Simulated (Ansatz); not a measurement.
Al2H4O, SMILES [OH][AlH][AlH2], the energy of protonation at one site

Computed with the Python package of Ansatz (0.2.0).

`al2h4o_pa.py`
```python
"""Adding a proton to Al2H4O."""

import ansatz as az
import numpy as np

config = {
    "basis": "6-31G*",
    "xc": "r2scan",
    "net_charge": 1,
    "force_tol": 0.01,
}

GEOMETRY = """
O    -1.27260   -1.45230   -1.14250
Al   -0.48630    0.18480   -0.81120
Al    1.17750    0.33400    0.99180
H    -2.04720   -1.38570   -0.57480
H    -0.84320    1.47560   -1.68900
H     1.56750   -0.94770    1.86650
H     1.96540    1.72320    1.31330
"""


def main() -> None:
    mol = az.Crystal.molecule()
    for line in GEOMETRY.strip().splitlines():
        symbol, *xyz = line.split()
        mol = mol.atom(symbol, [float(v) for v in xyz])

    calc = mol.calculation().basis(gaussian=config["basis"]).functional(config["xc"])
    symbols = [site.symbol for site in mol.cartesian_sites]
    start = np.array([site.position_ang for site in mol.cartesian_sites], dtype=float)
    report = calc.relax(force_tolerance=0.01, max_steps=100).run(threads=1).report
    end = np.array(report["positions_ang"])

    # put the proton on the side away from the neighbours, slightly off axis
    away = sum((end[0] - end[j]) / np.linalg.norm(end[0] - end[j]) for j in [1, 3]) + np.array([0.15, 0.1, -0.2])
    proton = end[0] + 1.0 * away / np.linalg.norm(away)
    acid = az.Crystal.molecule()
    for symbol, place in zip(symbols, end):
        acid = acid.atom(symbol, place.tolist())
    acid = acid.atom("H", proton.tolist())
    protonated = (
        acid.calculation()
        .basis(gaussian=config["basis"])  # the orbital basis, by name
        .functional(config["xc"])
        .charge(config["net_charge"])  # electrons removed from the neutral system
        .relax(force_tolerance=config["force_tol"], max_steps=80)
    )
    after = protonated.run(threads=1).report
    xyz = np.array(after["positions_ang"])
    reach = np.linalg.norm(xyz[:-1] - xyz[-1], axis=1)
    print(f"base {report['free_energy_ev']:.5f} eV, protonated {after['free_energy_ev']:.5f} eV")
    print(f"the proton ends {reach.min():.3f} A from {symbols[reach.argmin()]}{reach.argmin()}")
    print(f"electronic proton affinity {96.485332 * (report['free_energy_ev'] - after['free_energy_ev']):.1f} kJ/mol")


if __name__ == "__main__":
    main()
```

```console
$ python al2h4o_pa.py
base -15302.78164 eV, protonated -15311.59665 eV
the proton ends 0.977 A from O0
electronic proton affinity 850.5 kJ/mol
```

Reading the output:
- Total energies depend on the basis set; only differences at equal settings carry meaning.
- The proton is put on one chosen atom, which needn't be the most basic site, so the molecule's proton affinity can be higher; the ends are stationary points, not checked by frequencies, and zero-point and thermal terms count only where printed.
- Timing: 68 s on 1 thread of INTEL(R) XEON(R) PLATINUM 8581C CPU @ 2.10GHz (Emerald Rapids), on a shared host, peak memory 0.21 GiB.
